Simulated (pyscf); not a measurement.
# Four-centre exchange: HO–Ga (SMILES [OH][Ga]) [singlet] + H₂O (SMILES O) → HO–Ga (SMILES [OH][Ga]) [singlet] + H₂O (SMILES O)

Gas phase, singlet surface, charge 0. Bonds broken: Ga1–O4, O2–H5. Bonds formed: Ga1–O2, O4–H5. Optimised with ωB97X-D3(BJ)/def2-SVP in PySCF. Correlated levels are frozen-core, on RHF or UHF. ΔMP2 is the change of the MP2 total energy from the triple- to the quadruple-zeta basis.

Transition state (Å):

```xyz
6

Ga    -0.5230     1.6135     0.1020
O      0.9644     0.5597    -0.8456
H      1.9110     0.7365    -0.8009
O     -0.3983    -0.3313     0.7439
H      0.4759    -0.2366    -0.0896
H     -1.0731    -1.0133     0.6495
```

One imaginary mode, 891i cm⁻¹; descent along it reached the two sides named, in the forms told below.

```json
[
 {"bond": "Ga1–O4", "change": "breaks", "reactant side (Å)": "1.867", "saddle": "2.052", "product side": "2.420"},
 {"bond": "O2–H5", "change": "breaks", "reactant side (Å)": "0.983", "saddle": "1.202", "product side": "1.798"},
 {"bond": "Ga1–O2", "change": "forms", "reactant side (Å)": "2.418", "saddle": "2.054", "product side": "1.866"},
 {"bond": "O4–H5", "change": "forms", "reactant side (Å)": "1.795", "saddle": "1.212", "product side": "0.983"}
]
```

Electronic energies relative to the separated reactants (kJ/mol):

```csv
level,barrier,reaction energy,reverse barrier
ωB97X-D3(BJ)/def2-TZVP,-9.4,0.0,-9.4
PBE/def2-TZVP,-23.1,0.0,-23.1
r²SCAN/def2-TZVP,-22.0,0.0,-22.0
B3LYP-D3(BJ)/def2-TZVP,-10.3,0.0,-10.3
PBE0-D3(BJ)/def2-TZVP,-17.7,0.0,-17.7
M06-2X/def2-TZVP,-16.4,0.0,-16.4
ωB97M-D3(BJ)/def2-TZVP,-6.8,0.0,-6.8
HF/def2-TZVP,43.3,0.0,43.3
MP2/def2-QZVPP,-3.7,0.0,-3.7
CCSD/def2-TZVPP,6.1,0.0,6.1
CCSD(T)/def2-TZVPP,-2.1,0.0,-2.1
CCSD(T)/def2-TZVPP + ΔMP2(QZVPP),1.3,0.0,1.3
```

With CCSD(T)/def2-TZVPP + ΔMP2(QZVPP) energies and thermal terms (ideal gas, 1 atm, RRHO with modes under 100 cm⁻¹ raised to 100, one conformer, R ln 2 for chiral ones without a mode under 150 cm⁻¹), in kJ/mol:

| T (K) | ΔH‡ | ΔG‡ | ΔH | ΔG |
|---|---|---|---|---|
| 298 | -3.6 | 40.4 | 0.0 | 0.0 |
| 600 | -3.5 | 85.2 | 0.0 | 0.0 |
| 900 | -1.1 | 129.1 | 0.0 | 0.0 |
| 1200 | 2.1 | 172.1 | 0.0 | 0.0 |

On the reactant side the descent ends in a bound adduct, 46.6 kJ/mol under the separated species and 37.2 kJ/mol under the saddle at ωB97X-D3(BJ)/def2-TZVP. On the product side the descent ends in a bound adduct, 46.7 kJ/mol under the separated species and 37.2 kJ/mol under the saddle at ωB97X-D3(BJ)/def2-TZVP. At ωB97X-D3(BJ)/def2-TZVP, PBE, r²SCAN, B3LYP-D3(BJ), PBE0-D3(BJ), M06-2X, ωB97M-D3(BJ)/def2-TZVP, MP2, CCSD(T) the saddle lies under the separated reactants, which points to a path from their complex (located at ωB97X-D3(BJ) alone). At ωB97X-D3(BJ)/def2-TZVP, PBE, r²SCAN, B3LYP-D3(BJ), PBE0-D3(BJ), M06-2X, ωB97M-D3(BJ)/def2-TZVP, MP2, CCSD(T) the saddle lies under the separated products, which points to a path from their complex (located at ωB97X-D3(BJ) alone). One saddle was located; it need not be the lowest between these sides. The CCSD(T) − MP2 part came from Ansatz, without density fitting, on the same reference. The frozen core leaves the outer d or s,p core shells of the metals and heavy elements correlated in the MP2 and CC values, and def2-TZVPP describes them poorly, which can shift differences by a few kcal/mol. Elements up to Kr have no core potential and no relativistic terms here.
